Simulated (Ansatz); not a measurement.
# BFH4Si (SMILES B[SiH2]F): one structure at several levels

The task here is to estimate one member of a computed series from the others.

Computed with Ansatz 0.2.0, Gaussian basis. Level: single points in def2-TZVPP.

Cores are frozen in the correlated methods. B3LYP uses VWN-RPA correlation.

## Where the work starts

SMILES `B[SiH2]F`, 7 atoms, charge 0, spin multiplicity 1.

Atoms are counted from 1 here; the program's logs count them from 0.

Bond lengths: B1–Si2 1.937 Å, B1–H4 1.228 Å, B1–H5 1.148 Å, Si2–F3 1.633 Å, Si2–H6 1.480 Å, Si2–H7 1.444 Å. Angles: Si2–B1–H4 122.3°, Si2–B1–H5 124.0°, H4–B1–H5 111.9°, B1–Si2–F3 113.1°, B1–Si2–H6 110.6°, B1–Si2–H7 114.6°, F3–Si2–H6 106.9°, F3–Si2–H7 103.3°, H6–Si2–H7 107.9°.

As a file:

```mol
BFH4Si
  3D, bonds by distance, orders not assigned

  7  6  0  0  0  0  0  0  0  0999 V2000
   -0.9910    0.3705   -0.5604 B   0  0
    0.5755   -0.1023    0.4760 Si  0  0
    0.7462   -1.7132    0.6795 F   0  0
   -1.6954   -0.4743   -1.1058 H   0  0
   -1.2042    1.4266   -0.9579 H   0  0
    0.5069    0.4972    1.8271 H   0  0
    1.8304    0.2911   -0.1195 H   0  0
  1  2  8  0
  1  4  8  0
  1  5  8  0
  2  3  8  0
  2  6  8  0
  2  7  8  0
M  END
```

Set-up of the first run:

File run/in.yaml:

```yaml
crystal:
  periodic: [false, false, false]
  atoms:
    - {symbol: B, position_ang: [-0.991000, 0.370500, -0.560400]}
    - {symbol: Si, position_ang: [0.575500, -0.102300, 0.476000]}
    - {symbol: F, position_ang: [0.746200, -1.713200, 0.679500]}
    - {symbol: H, position_ang: [-1.695400, -0.474300, -1.105800]}
    - {symbol: H, position_ang: [-1.204200, 1.426600, -0.957900]}
    - {symbol: H, position_ang: [0.506900, 0.497200, 1.827100]}
    - {symbol: H, position_ang: [1.830400, 0.291100, -0.119500]}
basis:
  gaussian: {orbitals: def2-TZVPP}
correlation: {method: ccsd_t}
output: {forces: true}
```

No record of the launch command was kept for these runs.

Among the steps run: CCSD(T)/def2-TZVPP; PBE0-D4/def2-TZVPP; wB97M-V/def2-TZVPP; r2SCAN-D4/def2-TZVPP; PBE-D4/def2-TZVPP; B3LYP-D4/def2-TZVPP; r2SCANh-D4/def2-TZVPP.

One table of the session follows, with a row left open; its other results are not shown here.

```
    method  RMS force component (eV/Å)  angle to CCSD(T) forces (°)  dipole (D)
   CCSD(T)                       0.763                    reference        1.75
   PBE0-D4                       0.732                          7.4        1.77
   wB97M-V                       0.701                          5.4        1.76
 r2SCAN-D4                       0.713                          8.5        1.69
    PBE-D4                       0.667                         19.7        1.62
  B3LYP-D4                       0.702                          5.9        1.76
r2SCANh-D4                           ?                            ?           ?
```

Q: Estimate the row for r2SCANh-D4 from the others.

As computed: RMS force component (eV/Å): 0.737; angle to CCSD(T) forces (°): 7.2; dipole (D): 1.73. In the column «RMS force component (eV/Å)» it lies between PBE0-D4 (0.732) and CCSD(T) (0.763).
